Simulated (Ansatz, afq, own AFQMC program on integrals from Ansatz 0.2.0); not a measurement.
BSiH₃, triplet: AFQMC among the cluster methods

```yaml
atoms:
  - { symbol: Si, position_ang: [0.0000, -0.0836, 0.5960] }
  - { symbol: B, position_ang: [0.0000, 0.0923, -1.3328] }
  - { symbol: H, position_ang: [0.0000, 1.0974, 1.5179] }
  - { symbol: H, position_ang: [0.0000, -0.9205, -1.9719] }
  - { symbol: H, position_ang: [0.0000, 1.1621, -1.8585] }
```

Connectivity, by distances: SiH–BH2.

Basis cc-pVDZ. Only valence electrons are correlated. Ansatz 0.2.0 and our own AFQMC program on the same integrals; the CISD trial comes from CCSD amplitudes, and released means the phaseless constraint is let go. Uncertainties: one standard error, sampling alone.

Determinant: UHF, the one that the program's search chose, which needn't be the lowest solution. The geometry is a point of a scan.

No full CI on the walks' own integrals is used here; CCSDT(Q) serves as the reference and is uncertain by about the last step of the cluster series.

Cautions: lower spins were not checked.

```
T1 diagnostic                               : 0.0245
weight of the determinant in the CISD state : 0.884
⟨S²⟩ of the determinant                     : 2.007
size of the correlated space                : 10 electrons in 41 orbitals
```

```json
{"level": "MP2", "correlation energy (eV)": "-4.1119"}
{"level": "CCSD", "correlation energy (eV)": "-5.1220"}
{"level": "CCSD(T)", "correlation energy (eV)": "-5.2645"}
```

Task: Estimate where AFQMC with the constraint released lies against CCSD(T) on the same integrals.

Result: 1.13 ± 0.28 kcal/mol below CCSD(T).

Reference: CCSDT(Q), correlation energy -5.306 eV. The released energy is read at 2.40 1/Eh (meV from the phaseless value at times in 1/Eh: -15 ± 9 at 0.24, -22 ± 9 at 0.51, 3 ± 12 at 0.99, -10 ± 12 at 1.62, -17 ± 12 at 2.40).

```json
{"level": "CCSD(T)", "E − E(reference) (kcal/mol)": "0.96", "share of correlation (%)": "99.22"}
{"level": "CCSDT", "E − E(reference) (kcal/mol)": "0.15", "share of correlation (%)": "99.88"}
{"level": "ph-AFQMC/CISD", "E − E(reference) (kcal/mol)": "0.23 ± 0.18", "share of correlation (%)": "99.81"}
{"level": "released AFQMC", "E − E(reference) (kcal/mol)": "-0.17 ± 0.28", "share of correlation (%)": "100.14"}
```

A walk keeps the symmetry of its determinant, which the program's search chose and which needn't be the lowest solution, so a lower state of the same spin and another symmetry isn't excluded. Released energies are given only where the last usable release times agree within the noise; a slower fall can still hide under it.
